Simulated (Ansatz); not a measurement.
**C₃H₆FN: basis-set convergence**

How large a basis does C₃H₆FN need? Two functionals are run in growing sets.

Computed with Ansatz 0.2.0, Gaussian basis. Level: one geometry, several basis sets.

Levels to be run: PBE0-D4/def2-SVP; ωB97M-V/def2-SVP; PBE0-D4/def2-QZVPP; ωB97M-V/def2-QZVPP; the functionals' def2-TZVPP values are taken from earlier runs.

### 1 Structure used throughout

The geometry comes from an earlier relaxation with PBE0-D4 in a triple-zeta def2 set; it is a stationary point, not always the lowest conformer.

11 atoms, charge 0, spin multiplicity 1.

Atoms are counted from 1 here; the program's logs count them from 0.

Bond lengths: C1–C2 1.517 Å, C1–H6 1.092 Å, C1–H7 1.092 Å, C1–H8 1.091 Å, C2–N3 1.448 Å, C2–H9 1.095 Å, C2–H10 1.095 Å, N3–C4 1.238 Å, C4–F5 1.350 Å, C4–H11 1.086 Å. Angles: C2–C1–H6 110.3°, C2–C1–H7 110.8°, C2–C1–H8 110.6°, H6–C1–H7 108.2°, H6–C1–H8 108.7°, H7–C1–H8 108.1°, C1–C2–N3 110.0°, C1–C2–H9 109.3°, C1–C2–H10 110.5°, N3–C2–H9 106.7°, N3–C2–H10 112.7°, H9–C2–H10 107.5°, C2–N3–C4 121.8°, N3–C4–F5 125.4°, N3–C4–H11 124.1°, F5–C4–H11 110.5°.

### 2 PBE0-D4 in def2-SVP

Input file in.yaml:

```yaml
crystal:
  periodic: [false, false, false]
  atoms:
    - {symbol: C, position_ang: [-0.998129, 0.618653, 0.982300]}
    - {symbol: C, position_ang: [0.375890, 0.246582, 0.456539]}
    - {symbol: N, position_ang: [0.305314, -1.002526, -0.272905]}
    - {symbol: C, position_ang: [0.694972, -1.097077, -1.444692]}
    - {symbol: F, position_ang: [1.229349, -0.094699, -2.173737]}
    - {symbol: H, position_ang: [-0.937954, 1.518573, 1.597940]}
    - {symbol: H, position_ang: [-1.689112, 0.813911, 0.159509]}
    - {symbol: H, position_ang: [-1.410528, -0.191313, 1.586362]}
    - {symbol: H, position_ang: [1.052538, 0.079798, 1.300546]}
    - {symbol: H, position_ang: [0.791458, 1.063020, -0.142492]}
    - {symbol: H, position_ang: [0.651404, -2.011920, -2.028670]}
basis:
  gaussian: {orbitals: def2-SVP}
hamiltonian: {xc: pbe0, dispersion: d4}
output: {orbitals: {seedname: orbitals}}
```

Command:

```console
$ ansatz run in.yaml --threads 4 --pin off --events-out ev --progress --plain --max-ram 10444MiB
```

Further steps of the session: ωB97M-V in def2-SVP; PBE0-D4 in def2-QZVPP; ωB97M-V in def2-QZVPP.

Q: Predict the results of all the runs planned. Wanted: PBE0-D4: double and triple zeta above quadruple; ωB97M-V: double and triple zeta above quadruple.

The runs gave:

```
                                       quantity          value
PBE0-D4: double and triple zeta above quadruple  8.94, 0.40 eV
ωB97M-V: double and triple zeta above quadruple  9.26, 0.39 eV
```

In words: PBE0-D4 gains 8.54 eV from double to triple zeta, then 0.40 eV more. Total energies overstate the basis error of differences, where much of it tends to cancel. The LUMO of ωB97M-V is positive and keeps falling with the basis (2.65 to 1.92 eV): an unbound level that the basis holds in place.
